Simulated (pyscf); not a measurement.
Thermochemistry of product channels of O=Ru(=O)(=O)=O + hydrogen (H₂) on the singlet surface, in kJ/mol, from ωB97M-D3(BJ)/def2-TZVP energies (ideal gas, 1 atm, RRHO with modes under 100 cm⁻¹ raised to 100, one conformer, R ln 2 for chiral ones without a mode under 150 cm⁻¹). Structures and frequencies: ωB97X-D3(BJ)/def2-SVP in PySCF.

```tsv
products	ΔE	ΔH(298 K)	ΔG(600 K)	ΔG(900 K)
O=Ru(=O)(OH)–OH [singlet]	?	-285.3	-230.0	-201.7
O=Ru(=O)=O [singlet] + water (H₂O)	?	-166.0	-199.7	-214.1
```

Some entries are withheld; supply them.


- O=Ru(=O)(OH)–OH [singlet], ΔE: -311.7
- O=Ru(=O)=O [singlet] + water (H₂O), ΔE: -183.8

These are energies of the channels, which say nothing of barriers. The other spin state of O=Ru(=O)(OH)–OH [singlet] is not in these data. Elements past Kr carry the def2 core potentials, without spin-orbit coupling.
